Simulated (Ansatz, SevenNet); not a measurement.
For rock-salt CaO, the machine-learned potential SevenNet-0 (trained on PBE and PBE+U data) gives:

```
Item                               Value
------------------------------  --------
lattice constant a               4.838 Å
bulk modulus                     104 GPa
TO(Γ) frequency                 235 cm⁻¹
elastic constant C11             194 GPa
elastic constant C44            69.2 GPa
Voigt–Reuss–Hill shear modulus  68.7 GPa
```

**Question.** What does r²SCAN (PAW; Ansatz, an electronic-structure program) give for the same quantities?

**Answer.** 
- lattice constant a: 4.795 Å (falls by 0.9 %)
- bulk modulus: 117 GPa (goes up by 12 %)
- zone-centre TO phonon frequency: 283 cm⁻¹ (rises by 20 %)
- elastic constant C11: 231 GPa (grows by 19 %)
- elastic constant C44: 79.3 GPa (increases by 15 %)
- Voigt–Reuss–Hill shear modulus: 81.9 GPa (goes up by 19 %)

For comparison: lattice constant a 4.781 Å (measured, zero-point anharmonic expansion removed; as tabulated in Chen et al. (2018), doi:10.1103/physrevmaterials.2.073803); bulk modulus 120 GPa (measured, low temperature, extrapolated to 0 K; as tabulated in Chen et al. (2018), doi:10.1103/physrevmaterials.2.073803); zone-centre TO phonon frequency 311 cm⁻¹ (measured, temperature not stated, not corrected to a static lattice; as tabulated in Roshan et al. (2021), arXiv:2110.13857); elastic constant C11 219 GPa (measured, room temperature, no zero-point or thermal correction; as tabulated in Speziale et al. (2006), doi:10.1029/2005jb003823); elastic constant C44 80 GPa (measured, room temperature, not corrected to a static lattice; as tabulated in Speziale et al. (2006), doi:10.1029/2005jb003823).

Changes are worked out from the printed values.

Unless a cell is named, each level is at its own relaxed cell (SevenNet-0 14.16, r²SCAN 13.78 Å³/atom).

Ansatz's density-functional and Hartree–Fock values are scalar-relativistic unless marked +SOC, with PAW data made under PBE.
